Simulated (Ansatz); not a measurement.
System: litharge PbO. Method: r²SCAN in Ansatz (plane waves, PAW).

Settings: plane-wave cutoff 600 eV, 10×10×8 k mesh (along the axes of the cell as run), finite displacements, scalar-relativistic PAW data made under PBE.

Cell (measured lattice):

PbO has the tetragonal space group P4/nmm, origin choice 1 (No. 129), Pearson symbol tP4. Lattice parameters: a = b = 3.9750 Å, c = 5.0230 Å, α = β = γ = 90.00°. Pb on 2c is coordinated by 4 O at 2.314 Å. O on 2a sees 4 Pb at 2.314 Å (tetrahedral). (Neighbours: up to the widest gap in distance over summed covalent radii, below 1.35, at either atom; cation-cation and far metal-metal contacts left out.)

Give the computed high-frequency dielectric constant (mean over three axes) and static dielectric constant (mean over three axes).


high-frequency dielectric constant (mean over three axes): 6.02
static dielectric constant (mean over three axes): 15.7

Note: the cell isn't this level's own, so it is under some stress, which shifts stiffness and frequencies.

Spin–orbit coupling is not included; it can shift volumes and moduli of such heavy elements.

Computing time: about 27 core-minutes (a rough figure).

Ansatz is a quantum-chemistry and plane-wave program.
